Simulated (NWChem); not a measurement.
# Correlation energy of Al (+1)

```xyz
1

Al     0.0000     0.0000     0.0000
```
Charge +1, spin multiplicity 1.

Everything below was run with NWChem.

Basis set: def2-QZVP. Each correlation energy counts from its own Hartree-Fock reference.

The correlated methods keep 5 core orbitals frozen. Coupled-cluster values serve here as a point of comparison, not as the truth.

**Question.** One of these methods gave a correlation energy of -29.4 mHa. Which?
A. SCS-MP2
B. CCSD
C. MP2

**Answer.** C, MP2. The others give -35.3 (SCS-MP2), -40.3 (CCSD).
